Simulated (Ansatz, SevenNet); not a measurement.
Polycrystal shear modulus (GPa) of solids drawn from the class of halides, at two levels: the machine-learned potential SevenNet-0 (trained on PBE and PBE+U data), and PBE (plane waves, PAW; Ansatz, a quantum-chemistry and plane-wave program).

| solid | SevenNet-0 | PBE | shift (%) |
|---|---|---|---|
| fluorite CdF₂ | 19.5 | 26.4 | +35 |
| CsCl-type TlBr | 4.78 | 7.36 | +54 |
| rock-salt AgBr | 6.85 | 8.57 | +25 |
| rock-salt AgCl | 2.32 | 6.86 | +196 |
| cubic perovskite KZnF₃ | 32.2 | 32.8 | +1.9 |
| fluorite SrCl₂ | 14.9 | 13.2 | -11.4 |
| cubic perovskite KMgF₃ | 43.3 | 42.6 | -1.6 |
| CsCl-type TlCl | 5.14 | 7.76 | +51 |

The shifts run from -11.4 % to +196 %, with a median of +30 %.

Over all 8 rows PBE is the larger in 6.

Ansatz's runs of these crystals have no spin polarisation.

Spin–orbit coupling is left out, also for the solids with elements from indium on (CsCl-type TlBr, CsCl-type TlCl); its size isn't shown.

Each level is taken at its own relaxed cell. Ansatz's density-functional and Hartree–Fock values are scalar-relativistic unless marked +SOC, with PAW data made under PBE.
